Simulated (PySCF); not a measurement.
# Aluminium: a sound run and one with changed settings

Sound run: Al [Ne] 3s2 3p1, Al⁺ [Ne] 3s2. Computed with PySCF 2.14 in cc-pVTZ-DK (5s4p2d1f, 34 functions), with the spin-free X2C one-electron Hamiltonian (Gaussian nucleus). In the sound run the correlated levels freeze [Ne]. The sound run starts from symmetry-adapted Hartree-Fock orbitals and uses a fine grid where one is needed.

A second run was set up differently.

```tsv
species	method	sound run (hartree)	changed run (hartree)	converged
Al	MP2	-242.35024	-242.41268	yes
Al	CCSD(T)	-242.36649	-242.43056	yes
Al⁺	MP2	-242.13677	-242.19939	yes
Al⁺	CCSD(T)	-242.14850	-242.21284	yes
```

Ionisation energy of Al:

```json
{"method": "UHF", "sound run (eV)": "5.587", "changed run (eV)": "5.587"}
{"method": "MP2", "sound run (eV)": "5.809", "changed run (eV)": "5.804"}
{"method": "SCS-MP2", "sound run (eV)": "5.793", "changed run (eV)": "5.788"}
{"method": "CCSD", "sound run (eV)": "5.901", "changed run (eV)": "5.896"}
{"method": "CCSD(T)", "sound run (eV)": "5.932", "changed run (eV)": "5.925"}
```

Task: What was changed?
A. all electrons correlated in a valence basis
B. level shift left on
C. minimal basis
D. basis contracted for another Hamiltonian

Result: A. A valence basis has no tight correlating functions, so it recovers only part of the core correlation, and not evenly between atom and ion.
